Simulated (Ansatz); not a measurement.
Relaxation of CH$_{4}$AlF (7 atoms, charge 0, multiplicity 1), to a largest force component of 0.015 eV/Å in at most 40 steps.

The calculation used RKS BLYP-D4/def2-SVP in Ansatz.

```xyz
7
Properties=species:S:1:pos:R:3
F -1.361 0.375 -1.147
C -0.670 -0.482 -0.419
Al 0.767 0.488 0.508
H -0.157 -1.233 -1.097
H -1.319 -0.981 0.311
H 1.820 -0.269 1.460
H 0.938 2.118 0.314
```

Problem. Where does it end, and by what steps?

Solution. It converged. After 7 steps the energy has fallen by 0.247 eV; F1 moved furthest, 0.09 Å.

```json
{"step": "0", "energy less start (eV)": "0.0000", "largest force component (eV/Å)": "2.364", "accepted": "yes"}
{"step": "1", "energy less start (eV)": "-0.2123", "largest force component (eV/Å)": "0.951", "accepted": "yes"}
{"step": "2", "energy less start (eV)": "-0.2436", "largest force component (eV/Å)": "0.298", "accepted": "yes"}
{"step": "3", "energy less start (eV)": "-0.2445", "largest force component (eV/Å)": "0.231", "accepted": "yes"}
{"step": "4", "energy less start (eV)": "-0.2468", "largest force component (eV/Å)": "0.055", "accepted": "yes"}
{"step": "5", "energy less start (eV)": "-0.2471", "largest force component (eV/Å)": "0.019", "accepted": "yes"}
{"step": "6", "energy less start (eV)": "-0.2469", "largest force component (eV/Å)": "0.052", "accepted": "no"}
{"step": "7", "energy less start (eV)": "-0.2472", "largest force component (eV/Å)": "0.005", "accepted": "yes"}
```

```xyz
7
Properties=species:S:1:pos:R:3
F -1.433 0.389 -1.205
C -0.629 -0.468 -0.419
Al 0.812 0.541 0.526
H -0.206 -1.267 -1.078
H -1.286 -1.015 0.302
H 1.808 -0.280 1.468
H 0.954 2.116 0.335
```

Whether the end is a true minimum wasn't checked by a vibrational analysis.

Time of the run: 14 s on 1 thread of Arm Neoverse V1, with other jobs on the host, peak memory 0.12 GiB.
